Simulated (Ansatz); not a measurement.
Relaxation of BH$_{5}$S (7 atoms, charge 0, multiplicity 1), to a largest force component of 0.015 eV/Å in at most 40 steps.

Computed with RKS PBE0/def2-SVP in Ansatz.

```xyz
7
Properties=species:S:1:pos:R:3
B -0.452 -0.423 -0.463
S 0.585 0.851 0.381
H -1.660 0.009 -0.471
H -0.357 -1.416 0.083
H -0.140 -0.515 -1.621
H 0.176 1.017 1.679
H 1.911 0.410 0.366
```

Question: Where does it end, and by what steps?

Answer: The run converged. After 6 steps the energy has fallen by 0.567 eV; H6 moved furthest, 0.17 Å.

| step | energy less start (eV) | largest force component (eV/Å) | accepted |
| --- | --- | --- | --- |
| 0 | 0.0000 | 2.480 | yes |
| 1 | -0.4572 | 1.618 | yes |
| 2 | -0.5405 | 0.721 | yes |
| 3 | -0.5653 | 0.114 | yes |
| 4 | -0.5636 | 0.150 | no |
| 5 | -0.5670 | 0.023 | yes |
| 6 | -0.5671 | 0.003 | yes |

```xyz
7
Properties=species:S:1:pos:R:3
B -0.532 -0.466 -0.510
S 0.575 0.985 0.295
H -1.638 0.037 -0.434
H -0.347 -1.462 0.161
H -0.076 -0.486 -1.640
H 0.289 0.914 1.617
H 1.789 0.411 0.465
```

Time of the run: 16 s on 1 thread of Arm Neoverse N1, on a shared host, peak memory 0.11 GiB.
